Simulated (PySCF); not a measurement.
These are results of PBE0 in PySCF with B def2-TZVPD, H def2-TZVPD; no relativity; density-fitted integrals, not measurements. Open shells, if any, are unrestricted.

Task: What shape and geometry does isolated singlet [BH4]- take (every ligand bound to B)?

Result: Counting electrons, boron keeps none of its valence electrons outside its bonds, so the VSEPR class is AX4 and the expected shape is tetrahedral (Td), as computed. The lowest minimum found is a singlet of Td symmetry with B–H 1.239 Å (×4); H–B–H 109.5° (×6). Its harmonic wavenumbers are 1061 (t2), 1184 (e), 2272 (t2), 2279 (a1) cm⁻¹ and its dipole moment is 0.00 D about the centre of mass.

This need not be the most stable arrangement of these atoms. The lowest empty level of this anion is unbound, so it and the gap depend on the basis.
